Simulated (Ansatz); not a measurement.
# NHO+ (doublet): from Hartree-Fock to the top rungs, def2-TZVPP

The task here is to estimate one member of a computed series from the others.

Program: Ansatz 0.2.0, Gaussian basis. Level of theory: def2-TZVPP, core rule «outside noble gas», up to 2 orbitals frozen. These are calculated values, not measurements.

The runs, in order: UHF; ROHF; CCSD(T) on UHF.

2 further runs of the same task are left out: 2 set aside as unsound or not needed.

## What is computed

The geometry is a PBE0/def2-TZVP stationary point (not a proven minimum) of the parent state, kept for this charge and spin.

3 atoms, charge 1, spin multiplicity 2.

Atoms are counted from 1 here; the program's logs count them from 0.

Bond lengths: N1–O2 1.241 Å, O2–H3 1.000 Å. Angles: N1–O2–H3 112.3°.

As a file:

```
N     0.0000    0.0665    0.6906
O     0.0000   -0.1060   -0.5388
H     0.0000    0.7576   -1.0437
```

The first run:

Contents of in.yaml:

```yaml
crystal:
  periodic: [false, false, false]
  atoms:
    - {symbol: N, position_ang: [0.000000, 0.066533, 0.690604]}
    - {symbol: O, position_ang: [0.000000, -0.105972, -0.538841]}
    - {symbol: H, position_ang: [0.000000, 0.757574, -1.043675]}
basis:
  gaussian: {orbitals: def2-TZVPP}
total_charge: 1
magnetization: {spin_polarized: true, initial_magnetization: 1}
hamiltonian: {xc: hf}
output: {orbitals: {seedname: orbitals}}
```

On the command line:

```console
$ ansatz run in.yaml --threads 1 --pin off --events-out ev --progress --plain --max-ram 4096MiB --backend cpu
```

Among the steps run: UHF; ROHF; CCSD(T) on UHF.

One table of the session follows, with a row left open; its other results are not shown here.

```
  method  from UCCSD(T) (meV)
    ROHF             +11485.8
     UHF             +11254.4
    UMP2              +1138.0
   UCCSD                    ?
UCCSD(T)                    0
```

Q: Estimate the row for UCCSD from the others.

**Answer.** from UCCSD(T) (meV): +496.4. In the column «from UCCSD(T) (meV)» it lies between UCCSD(T) (0) and UMP2 (+1138.0).
